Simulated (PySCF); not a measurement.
C₂H₆OS, SMILES S(C)(=O)C (PBE0/def2-SVP optimised geometry):

```
10

C     -0.458    -1.497     1.706
S      0.048    -1.131     0.000
C     -0.458     0.614     0.000
O      1.549    -1.131     0.000
H     -0.141    -2.530     1.902
H     -1.549    -1.410     1.819
H      0.075    -0.813     2.382
H      0.074     1.131     0.811
H     -0.140     1.022    -0.968
H     -1.549     0.706     0.108
```

Level of theory: PBE0/def2-TZVP in PySCF.

Q: What are the frontier orbital energies and the dipole moment?

A: HOMO-2 -10.04 eV, HOMO-1 -7.79 eV, HOMO -6.67 eV, LUMO 0.91 eV, LUMO+1 1.03 eV; dipole moment 4.00 D.

On the same geometry PBE/def2-TZVP (PySCF) gives HOMO-2 -8.49 eV, HOMO-1 -6.35 eV, HOMO -5.30 eV, LUMO -0.06 eV, LUMO+1 -0.04 eV; dipole moment 3.73 D.

Meta-Löwdin charges at PBE0/def2-TZVP: C1 -0.49, S2 1.00, C3 -0.49, O4 -0.85, H5 0.15, H6 0.13, H7 0.13, H8 0.13, H9 0.15, H10 0.13.
